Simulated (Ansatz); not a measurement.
**BNH6: geometry and frequencies at several levels**

The task, for BNH6: geometry and frequencies at several levels.

Method: the levels named in each step, in Ansatz 0.2.0.

## Step 1: The system as given

Bond lengths: B1–N2 1.658 Å, B1–H3 1.191 Å, B1–H4 1.191 Å, B1–H5 1.191 Å, N2–H6 1.013 Å, N2–H7 1.013 Å, N2–H8 1.013 Å. Angles: B1–N2–H6 108.6°, B1–N2–H7 108.6°, B1–N2–H8 108.6°, H6–N2–H7 110.3°, H6–N2–H8 110.3°, H7–N2–H8 110.3°, N2–B1–H3 105.6°, N2–B1–H4 105.6°, N2–B1–H5 105.6°, H3–B1–H4 113.1°, H3–B1–H5 113.1°, H4–B1–H5 113.1°.

Structure file:

```xyz
8

B    -0.9070    0.1212   -0.0227
N     0.7362   -0.0984    0.0184
H    -1.3104   -0.6386   -0.8461
H    -1.0699    1.2621   -0.3214
H    -1.2909   -0.1334    1.0754
H     0.9271   -1.0605    0.2710
H     1.1288    0.5312    0.7079
H     1.1122    0.1060   -0.8996
```

## Step 2: A rough first relaxation, PBE-D4/def2-SVP

This run stands in another session on the same molecule. It ended at:

```xyz
8

B    -0.9172    0.1224   -0.0230
N     0.7104   -0.0949    0.0177
H    -1.3307   -0.6656   -0.8752
H    -1.0812    1.3037   -0.3327
H    -1.3105   -0.1411    1.1146
H     0.9565   -1.0627    0.2705
H     1.1577    0.5255    0.7078
H     1.1413    0.1023   -0.8969
```

## Step 3: Relaxation, r2SCAN-D4/def2-TZVPP

input.yaml reads:

```yaml
crystal:
  periodic: [false, false, false]
  atoms:
    - { symbol: B, position_ang: [-0.91723698, 0.12243207, -0.02298593] }
    - { symbol: "N", position_ang: [0.71040855, -0.09490067, 0.01773472] }
    - { symbol: H, position_ang: [-1.33068717, -0.66557515, -0.87517057] }
    - { symbol: H, position_ang: [-1.08124131, 1.30366115, -0.3326763] }
    - { symbol: H, position_ang: [-1.3105049, -0.14113458, 1.11455065] }
    - { symbol: H, position_ang: [0.95652942, -1.06273283, 0.27046173] }
    - { symbol: H, position_ang: [1.15768933, 0.52553008, 0.70777407] }
    - { symbol: H, position_ang: [1.14134305, 0.10234992, -0.89688836] }
basis:
  gaussian: { orbitals: def2-TZVPP }
hamiltonian:
  xc: r2scan
  dispersion: d4
relax:
  f_tol: 0.002
  max_steps: 150
```

Run with:

```
$ ansatz run input.yaml --threads 4 --pin off --max-ram 10240MiB --backend cpu --events-out ev --progress --plain --runs-dir out
```

Standard output, cut to the lines that bear on the results:

```text
Warning: RAYON_NUM_THREADS=4 ignored (pool sized by the plan → 4); use --threads N
[...]
Functional definition: r2SCAN
[...]
678 factors; their error is unknown
[...]
mean field -2263.70151493 eV, -83.1894962816 hartree, gradient 2.1e-5 eV, S^2 0.000000; 0 other end points of the search recorded, 0 dependent functions left out
[...]
reference -2263.70152680 eV, -83.1894967178 hartree; 9, 9 occupied and 137, 137 virtual orbitals, 678 factors
relax step   1: F+E_penalty+E_count = -2263.71872677 eV  Δ(F+E_penalty+E_count) = +0.000e0 eV  max|allowed force component| = 6.705e-1 eV/Å  Δτ_max = 0.0000 Å  (24 SCF iters, accepted)
[...]
relax step   4: F+E_penalty+E_count = -2263.74839528 eV  Δ(F+E_penalty+E_count) = -1.504e-4 eV  max|allowed force component| = 4.994e-2 eV/Å  Δτ_max = 0.0020 Å  (31 SCF iters, accepted)
[...]
relax step   5: F+E_penalty+E_count = -2263.74846061 eV  Δ(F+E_penalty+E_count) = -6.533e-5 eV  max|allowed force component| = 1.575e-3 eV/Å  Δτ_max = 0.0019 Å  (31 SCF iters, accepted)
678 factors; their error is unknown
mean field -2263.73133181 eV, -83.1905920317 hartree, gradient 9.6e-6 eV, S^2 0.000000; 1 other end points of the search recorded, 0 dependent functions left out
[...]
reference -2263.73134364 eV, -83.1905924667 hartree; 9, 9 occupied and 137, 137 virtual orbitals, 678 factors
Total energy: -2263.74847244 eV, -83.1912219384 hartree
Atom 0 at    -0.920092     0.122831    -0.023074 Å, force     0.001001    -0.000131     0.000020 eV/Å
Atom 1 at     0.713697    -0.095345     0.017826 Å, force    -0.000323     0.000038    -0.000005 eV/Å
Atom 2 at    -1.319899    -0.653081    -0.860918 Å, force     0.000021     0.000474     0.000478 eV/Å
Atom 3 at    -1.074636     1.283561    -0.327506 Å, force    -0.000113    -0.000643     0.000169 eV/Å
Atom 4 at    -1.299991    -0.137242     1.095808 Å, force    -0.000001     0.000181    -0.000646 eV/Å
Atom 5 at     0.948600    -1.050599     0.267277 Å, force    -0.000399    -0.001540     0.000407 eV/Å
Atom 6 at     1.147383     0.518771     0.699513 Å, force    -0.000072     0.001167     0.001152 eV/Å
Atom 7 at     1.131238     0.100733    -0.886125 Å, force    -0.000113     0.000452    -0.001575 eV/Å
Dipole moment:     1.116134    -0.149051     0.027941 e Å
```

Run time: 13 s. Hardware: 4 threads of Intel Xeon at 2.50GHz (Skylake/Cascade Lake), shared host; peak memory 0.22 GiB.

The steps of the relaxation:

```csv
step,energy from step 1 (eV),largest force component (eV/Å)
1,0.0000,0.6705
2,-0.0267,0.3072
3,-0.0295,0.0745
4,-0.0297,0.0499
5,-0.0297,0.0016
```

Step 1 is the start.

Before: Bond lengths: B1–N2 1.643 Å, B1–H3 1.232 Å, B1–H4 1.232 Å, B1–H5 1.232 Å, N2–H6 1.030 Å, N2–H7 1.030 Å, N2–H8 1.030 Å. Angles: B1–N2–H6 111.5°, B1–N2–H7 111.5°, B1–N2–H8 111.5°, H6–N2–H7 107.3°, H6–N2–H8 107.3°, H7–N2–H8 107.3°, N2–B1–H3 105.4°, N2–B1–H4 105.4°, N2–B1–H5 105.4°, H3–B1–H4 113.2°, H3–B1–H5 113.2°, H4–B1–H5 113.2°.

After: Bond lengths: B1–N2 1.649 Å, B1–H3 1.210 Å, B1–H4 1.210 Å, B1–H5 1.210 Å, N2–H6 1.015 Å, N2–H7 1.015 Å, N2–H8 1.015 Å. Angles: B1–N2–H6 111.1°, B1–N2–H7 111.1°, B1–N2–H8 111.1°, H6–N2–H7 107.8°, H6–N2–H8 107.8°, H7–N2–H8 107.8°, N2–B1–H3 105.1°, N2–B1–H4 105.1°, N2–B1–H5 105.1°, H3–B1–H4 113.5°, H3–B1–H5 113.5°, H4–B1–H5 113.5°.

## Step 4: Frequencies, r2SCAN-D4/def2-TZVPP

input.yaml reads:

```yaml
crystal:
  periodic: [false, false, false]
  atoms:
    - { symbol: B, position_ang: [-0.92009155, 0.12283084, -0.02307432] }
    - { symbol: "N", position_ang: [0.71369653, -0.09534461, 0.0178265] }
    - { symbol: H, position_ang: [-1.31989893, -0.65308101, -0.86091828] }
    - { symbol: H, position_ang: [-1.07463609, 1.28356124, -0.3275063] }
    - { symbol: H, position_ang: [-1.2999908, -0.13724158, 1.09580758] }
    - { symbol: H, position_ang: [0.94860005, -1.05059877, 0.26727742] }
    - { symbol: H, position_ang: [1.14738259, 0.51877054, 0.69951279] }
    - { symbol: H, position_ang: [1.13123819, 0.10073334, -0.88612538] }
basis:
  gaussian: { orbitals: def2-TZVPP }
hamiltonian:
  xc: r2scan
  dispersion: d4
phonons: {}
```

Run with:

```
$ ansatz run input.yaml --threads 4 --pin off --max-ram 10240MiB --backend cpu --events-out ev --progress --plain --runs-dir out
```

Standard output, cut to the lines that bear on the results:

```text
Warning: RAYON_NUM_THREADS=4 ignored (pool sized by the plan → 4); use --threads N
[...]
[... 1 set-up line as earlier in the session ...]
[...]
678 factors; their error is unknown
[...]
mean field -2263.73133181 eV, -83.1905920317 hartree, gradient 2.9e-5 eV, S^2 0.000000; 0 other end points of the search recorded, 0 dependent functions left out
[...]
reference -2263.73134364 eV, -83.1905924667 hartree; 9, 9 occupied and 137, 137 virtual orbitals, 678 factors
[...]
678 factors; their error is unknown
[...]
mean field -2263.73126799 eV, -83.1905896866 hartree, gradient 3.1e-6 eV, S^2 0.000000; 0 other end points of the search recorded, 0 dependent functions left out
[...]
reference -2263.73127983 eV, -83.1905901216 hartree; 9, 9 occupied and 137, 137 virtual orbitals, 678 factors
[...]
678 factors; their error is unknown
[...]
Total energy: -2263.74847244 eV, -83.1912219384 hartree
Atom 0 at    -0.920092     0.122831    -0.023074 Å, force     0.001001    -0.000131     0.000020 eV/Å
Atom 1 at     0.713697    -0.095345     0.017826 Å, force    -0.000323     0.000039    -0.000004 eV/Å
Atom 2 at    -1.319899    -0.653081    -0.860918 Å, force     0.000021     0.000474     0.000477 eV/Å
Atom 3 at    -1.074636     1.283561    -0.327506 Å, force    -0.000113    -0.000642     0.000169 eV/Å
Atom 4 at    -1.299991    -0.137242     1.095808 Å, force    -0.000001     0.000181    -0.000645 eV/Å
Atom 5 at     0.948600    -1.050599     0.267277 Å, force    -0.000399    -0.001541     0.000407 eV/Å
Atom 6 at     1.147383     0.518771     0.699513 Å, force    -0.000072     0.001166     0.001152 eV/Å
Atom 7 at     1.131238     0.100733    -0.886125 Å, force    -0.000113     0.000452    -0.001576 eV/Å
Dipole moment:     1.116134    -0.149051     0.027940 e Å
Vibrations: 270.64 650.50 650.54 674.97 1071.90 1071.92 1186.42 1186.45 1188.93 1321.45 1667.36 1667.37 2436.61 2497.48 2497.50 3459.72 3569.10 3569.13 cm⁻¹, zero-point energy 1.899313 eV
```

Run time: 68 s. Hardware: 4 threads of Intel Xeon at 2.50GHz (Skylake/Cascade Lake), shared host; peak memory 0.15 GiB.

Harmonic frequencies (cm⁻¹; negative: imaginary): 271, 650, 651, 675, 1072, 1072, 1186, 1186, 1189, 1321, 1667, 1667, 2437, 2497, 2497, 3460, 3569, 3569.

## Step 5: Relaxation, B3LYP-D4/def2-TZVPP

input.yaml reads:

```yaml
crystal:
  periodic: [false, false, false]
  atoms:
    - { symbol: B, position_ang: [-0.91723698, 0.12243207, -0.02298593] }
    - { symbol: "N", position_ang: [0.71040855, -0.09490067, 0.01773472] }
    - { symbol: H, position_ang: [-1.33068717, -0.66557515, -0.87517057] }
    - { symbol: H, position_ang: [-1.08124131, 1.30366115, -0.3326763] }
    - { symbol: H, position_ang: [-1.3105049, -0.14113458, 1.11455065] }
    - { symbol: H, position_ang: [0.95652942, -1.06273283, 0.27046173] }
    - { symbol: H, position_ang: [1.15768933, 0.52553008, 0.70777407] }
    - { symbol: H, position_ang: [1.14134305, 0.10234992, -0.89688836] }
basis:
  gaussian: { orbitals: def2-TZVPP }
hamiltonian:
  xc: { name: B3LYP }
  dispersion: d4
relax:
  f_tol: 0.002
  max_steps: 150
```

Run with:

```
$ ansatz run input.yaml --threads 4 --pin off --max-ram 10240MiB --backend cpu --events-out ev --progress --plain --runs-dir out
```

Standard output, cut to the lines that bear on the results:

```text
Warning: RAYON_NUM_THREADS=4 ignored (pool sized by the plan → 4); use --threads N
[...]
Functional definition: B3LYP
[...]
678 factors; their error is unknown
[...]
mean field -2265.60014525 eV, -83.2592696588 hartree, gradient 6.8e-6 eV, S^2 0.000000; 0 other end points of the search recorded, 0 dependent functions left out
[...]
reference -2265.60038645 eV, -83.2592785228 hartree; 9, 9 occupied and 137, 137 virtual orbitals, 678 factors
relax step   1: F+E_penalty+E_count = -2265.71600452 eV  Δ(F+E_penalty+E_count) = +0.000e0 eV  max|allowed force component| = 7.624e-1 eV/Å  Δτ_max = 0.0000 Å  (24 SCF iters, accepted)
[...]
relax step   5: F+E_penalty+E_count = -2265.74981159 eV  Δ(F+E_penalty+E_count) = -1.734e-4 eV  max|allowed force component| = 2.152e-3 eV/Å  Δτ_max = 0.0034 Å  (29 SCF iters, accepted)
[...]
reference -2265.63458358 eV, -83.2605352442 hartree; 9, 9 occupied and 137, 137 virtual orbitals, 678 factors
Total energy: -2265.75005307 eV, -83.2647786698 hartree
Atom 0 at    -0.924790     0.123461    -0.023196 Å, force     0.000046    -0.000118     0.000122 eV/Å
Atom 1 at     0.717804    -0.095904     0.017934 Å, force     0.000383     0.000047    -0.000097 eV/Å
Atom 2 at    -1.322370    -0.651138    -0.859371 Å, force    -0.000065    -0.000082    -0.000091 eV/Å
Atom 3 at    -1.077570     1.281742    -0.327007 Å, force     0.000016     0.000135    -0.000036 eV/Å
Atom 4 at    -1.302486    -0.136301     1.093555 Å, force    -0.000123    -0.000012     0.000104 eV/Å
Atom 5 at     0.951369    -1.051591     0.267508 Å, force    -0.000112     0.000258    -0.000060 eV/Å
Atom 6 at     1.150250     0.518834     0.700038 Å, force    -0.000109    -0.000166    -0.000163 eV/Å
Atom 7 at     1.134093     0.100527    -0.886662 Å, force    -0.000036    -0.000062     0.000221 eV/Å
Dipole moment:     1.104433    -0.147489     0.027646 e Å
```

It took 13 s on 4 threads of Intel Xeon at 2.50GHz (Skylake/Cascade Lake), shared host; peak memory 0.23 GiB.

The steps of the relaxation:

```
step  E - E(step 1) (eV)  largest force component (eV/Å)
   1              0.0000                          0.7624
   2             -0.0298                          0.3640
   3             -0.0334                          0.1053
   4             -0.0336                          0.0656
   5             -0.0338                          0.0022
   6             -0.0338                          0.0004
```

Step 1 is the start.

Before: Bond lengths: B1–N2 1.643 Å, B1–H3 1.232 Å, B1–H4 1.232 Å, B1–H5 1.232 Å, N2–H6 1.030 Å, N2–H7 1.030 Å, N2–H8 1.030 Å. Angles: B1–N2–H6 111.5°, B1–N2–H7 111.5°, B1–N2–H8 111.5°, H6–N2–H7 107.3°, H6–N2–H8 107.3°, H7–N2–H8 107.3°, N2–B1–H3 105.4°, N2–B1–H4 105.4°, N2–B1–H5 105.4°, H3–B1–H4 113.2°, H3–B1–H5 113.2°, H4–B1–H5 113.2°.

After: Bond lengths: B1–N2 1.658 Å, B1–H3 1.207 Å, B1–H4 1.207 Å, B1–H5 1.207 Å, N2–H6 1.015 Å, N2–H7 1.015 Å, N2–H8 1.015 Å. Angles: B1–N2–H6 111.0°, B1–N2–H7 111.0°, B1–N2–H8 111.0°, H6–N2–H7 107.9°, H6–N2–H8 107.9°, H7–N2–H8 107.9°, N2–B1–H3 105.0°, N2–B1–H4 105.0°, N2–B1–H5 105.0°, H3–B1–H4 113.6°, H3–B1–H5 113.6°, H4–B1–H5 113.6°.

## Step 6: Frequencies, B3LYP-D4/def2-TZVPP

input.yaml reads:

```yaml
crystal:
  periodic: [false, false, false]
  atoms:
    - { symbol: B, position_ang: [-0.92479006, 0.12346069, -0.02319552] }
    - { symbol: "N", position_ang: [0.7178041, -0.09590372, 0.01793432] }
    - { symbol: H, position_ang: [-1.32237001, -0.65113806, -0.85937075] }
    - { symbol: H, position_ang: [-1.07756985, 1.28174201, -0.32700711] }
    - { symbol: H, position_ang: [-1.30248577, -0.13630085, 1.09355479] }
    - { symbol: H, position_ang: [0.95136942, -1.05159064, 0.26750825] }
    - { symbol: H, position_ang: [1.15024955, 0.51883351, 0.70003807] }
    - { symbol: H, position_ang: [1.13409261, 0.10052705, -0.88666205] }
basis:
  gaussian: { orbitals: def2-TZVPP }
hamiltonian:
  xc: { name: B3LYP }
  dispersion: d4
phonons: {}
```

Run with:

```
$ ansatz run input.yaml --threads 4 --pin off --max-ram 10240MiB --backend cpu --events-out ev --progress --plain --runs-dir out
```

Standard output, cut to the lines that bear on the results:

```text
Warning: RAYON_NUM_THREADS=4 ignored (pool sized by the plan → 4); use --threads N
[...]
[... 1 set-up line as earlier in the session ...]
[...]
678 factors; their error is unknown
[...]
mean field -2265.63434310 eV, -83.2605264067 hartree, gradient 8.0e-6 eV, S^2 0.000000; 0 other end points of the search recorded, 0 dependent functions left out
[...]
reference -2265.63458358 eV, -83.2605352442 hartree; 9, 9 occupied and 137, 137 virtual orbitals, 678 factors
[...]
678 factors; their error is unknown
[...]
mean field -2265.63426947 eV, -83.2605237010 hartree, gradient 9.6e-7 eV, S^2 0.000000; 0 other end points of the search recorded, 0 dependent functions left out
[...]
reference -2265.63451003 eV, -83.2605325413 hartree; 9, 9 occupied and 137, 137 virtual orbitals, 678 factors
[...]
678 factors; their error is unknown
[...]
Total energy: -2265.75005307 eV, -83.2647786698 hartree
Atom 0 at    -0.924790     0.123461    -0.023196 Å, force     0.000045    -0.000118     0.000122 eV/Å
Atom 1 at     0.717804    -0.095904     0.017934 Å, force     0.000382     0.000048    -0.000097 eV/Å
Atom 2 at    -1.322370    -0.651138    -0.859371 Å, force    -0.000065    -0.000083    -0.000092 eV/Å
Atom 3 at    -1.077570     1.281742    -0.327007 Å, force     0.000017     0.000135    -0.000036 eV/Å
Atom 4 at    -1.302486    -0.136301     1.093555 Å, force    -0.000123    -0.000012     0.000105 eV/Å
Atom 5 at     0.951369    -1.051591     0.267508 Å, force    -0.000112     0.000258    -0.000060 eV/Å
Atom 6 at     1.150250     0.518834     0.700038 Å, force    -0.000109    -0.000166    -0.000163 eV/Å
Atom 7 at     1.134093     0.100527    -0.886662 Å, force    -0.000036    -0.000062     0.000222 eV/Å
Dipole moment:     1.104433    -0.147489     0.027646 e Å
Vibrations: 259.10 649.85 651.05 651.14 1069.88 1069.89 1194.28 1194.29 1197.37 1332.11 1668.03 1668.04 2444.90 2495.43 2495.46 3459.14 3560.58 3560.61 cm⁻¹, zero-point energy 1.898269 eV
```

Run time: 63 s. Hardware: 4 threads of Intel Xeon at 2.50GHz (Skylake/Cascade Lake), shared host; peak memory 0.23 GiB.

Harmonic frequencies (cm⁻¹; negative: imaginary): 259, 650, 651, 651, 1070, 1070, 1194, 1194, 1197, 1332, 1668, 1668, 2445, 2495, 2495, 3459, 3561, 3561.

## Step 7: Geometries side by side

| level | B1–N2 (Å) | rotational constants (MHz) | dipole (D) | highest frequency (cm⁻¹) | CPU time |
| --- | --- | --- | --- | --- | --- |
| r2SCAN-D4/def2-TZVPP | 1.6488 | 73912, 17797, 17797 | 5.41 | 3569 | 41 s |
| B3LYP-D4/def2-TZVPP | 1.6577 | 74046, 17664, 17664 | 5.35 | 3561 | 42 s |

Constants are for the commonest isotopes at the equilibrium geometry; times are CPU times of the relaxations.

## Step 8: What came out

| quantity | value |
| --- | --- |
| B1–N2 at B3LYP-D4/def2-TZVPP | 1.658 Å |
| frequencies at B3LYP-D4/def2-TZVPP | 259 to 3561 cm⁻¹ |

**Reading.** The B–N distance spreads over 0.009 Å, from r2SCAN-D4/def2-TZVPP (shortest) to B3LYP-D4/def2-TZVPP. No mode is imaginary, so the geometry is a minimum.
